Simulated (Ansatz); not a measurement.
## LiH (SMILES [LiH]): where methods fail along a bond

LiH has 2 atoms, charge 0, and is taken as a singlet. As SMILES, `[LiH]`. Geometry: the measured bond length.

```xyz
2

Li    0.0000    0.0000    0.0000
H     0.0000    0.0000    1.5957
```

The Li1–H2 distance is scanned; the parts on either side stay rigid. Basis cc-pVTZ; program Ansatz 0.2.0. FCI is exact within this basis and core. Energies in eV from each method's value at 1.596 Å; methods without a U are spin-restricted. The shape above is that at 1.596 Å.

```json
{"distance (Å)": "1.596", "revPBE": "0.00", "r2SCAN0": "0.00", "wB97X": "0.00", "RPA@PBE": "0.00", "MP2": "0.00", "CCSD": "0.00", "CCSD(T)": "0.00"}
{"distance (Å)": "1.995", "revPBE": "0.29", "r2SCAN0": "0.33", "wB97X": "0.32", "RPA@PBE": "0.34", "MP2": "0.35", "CCSD": "0.33", "CCSD(T)": "0.33"}
{"distance (Å)": "2.394", "revPBE": "0.83", "r2SCAN0": "0.93", "wB97X": "0.92", "RPA@PBE": "0.90", "MP2": "0.97", "CCSD": "0.90", "CCSD(T)": "0.90"}
{"distance (Å)": "3.191", "revPBE": "1.80", "r2SCAN0": "2.05", "wB97X": "2.08", "RPA@PBE": "1.82", "MP2": "2.14", "CCSD": "1.88", "CCSD(T)": "1.88"}
{"distance (Å)": "3.989", "revPBE": "2.42", "r2SCAN0": "2.83", "wB97X": "2.98", "RPA@PBE": "2.28", "MP2": "2.95", "CCSD": "2.34", "CCSD(T)": "2.33"}
```

**Question.** Estimate the FCI curve, and say how far off each method is.

**Answer.** 
```
distance (Å)   FCI
       1.596  0.00
       1.995  0.33
       2.394  0.90
       3.191  1.88
       3.989  2.33
```

Departure from the FCI curve at its largest: revPBE +0.08 eV at 3.99 Å; r2SCAN0 +0.50 eV at 3.99 Å; wB97X +0.65 eV at 3.99 Å; RPA@PBE -0.07 eV at 3.19 Å; MP2 +0.62 eV at 3.99 Å; CCSD +0.01 eV at 3.99 Å; CCSD(T) -0.01 eV at 3.99 Å. For the functionals part of the departure is owed to the small basis.
